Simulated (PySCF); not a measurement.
Ligands exchanged one at a time, B H-Cl. Isolated molecules, 0 K electronic values unless said otherwise. Strings in code marks are SMILES.

Level of theory: TPSSh-D3(BJ)/def2-TZVP // CAM-B3LYP-D3(BJ)/def2-TZVP in PySCF. All candidates: neutral, multiplicity 1. Excitations are Tamm–Dancoff values on a coarser integration grid. The basis has no diffuse functions, so Rydberg states are missing or too high.

The brightest of the four lowest singlets (TDA) comes out as 7.05 eV and the S1 excitation (TDA) is 5.55 eV. The dipole moment comes out as 0.00 D.

Task: Name which member has these values.
(A) `ClBCl`
(B) `BCl`
(C) `ClB(Cl)Cl`

Result: C, `ClB(Cl)Cl`. The others give `ClBCl`: 7.00 eV, 5.72 eV, 0.43 D; `BCl`: 7.47 eV, 5.04 eV, 0.53 D
